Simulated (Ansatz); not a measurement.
Molecule: CH2O2, charge 1, multiplicity 2. SMILES of the parent species: C(O)=O
Geometry from a B3LYP-D3(BJ)/def2-TZVP (Ansatz, an electronic-structure program) optimisation:
```xyz
5

O      0.8245    -0.7162    -0.0525
C     -0.3424    -0.2178     0.0051
O     -0.6128     1.0018     0.0542
H      1.5697    -0.0743    -0.0583
H     -1.2086    -0.9033     0.0138
```
Charge +1, spin multiplicity 2.

Parts of the frozen-core correlation energy in cc-pVTZ (Ansatz, hartree). Frozen orbitals: 3; correlated occupied orbitals by spin: 9 and 8; virtual: 106 and 107. UHF or UKS for open shells. Spin-orbit coupling is left out. Non-relativistic.

```
term                            value
-------------------------  ----------
reference (HF)             -188.48985
MP2 opposite-spin            -0.41933
MP2 same-spin                -0.13991
CCSD correlation             -0.57977
(T)                          -0.02293
T1 diagnostic                   0.022
largest doubles amplitude       0.054
<S^2> of the reference          0.763
```
